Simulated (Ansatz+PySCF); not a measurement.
## singlet C2H4: levels of theory in one basis

```xyz
6

C     0.0000    0.0000   -0.6653
C     0.0000    0.0000    0.5988
H     0.0000   -0.9311   -1.2403
H     0.0000    0.9311   -1.2403
H     0.0000   -0.9311    1.1738
H     0.0000    0.9311    1.1738
```

Basis set: STO-3G (spherical functions). Frozen core: 2 orbitals. Charge 0, multiplicity 1.

Computed with Ansatz (development build ahead of 0.2.0); each method stands on the lowest determinant of its kind that the runs found.

| method | E − E(RHF) (eV) | <S²> of the determinant |
| --- | --- | --- |
| RHF | 0.00 | 0.00 |
| UHF | 0.00 | 0.04 |
| RHF-MP2 | -3.15 | – |
| RHF-CCSD | -4.16 | – |
| UHF-CCSD | -4.16 | 0.04 |
| RHF-CCSD(T) | -4.18 | – |
| full CI (lowest root of this spin) | -4.19 | – |

(1) What does UHF-MP2 give on the same scale?

(2) Is a single determinant a sound starting point here?

Answers

(1) -3.06 eV.

(2) By this sign, yes. Unrestricted orbitals gain 0.00 eV and <S²> is 0.04 against 0.00 for a pure state.

Caution for UHF-MP2: another reference gives a lower total.
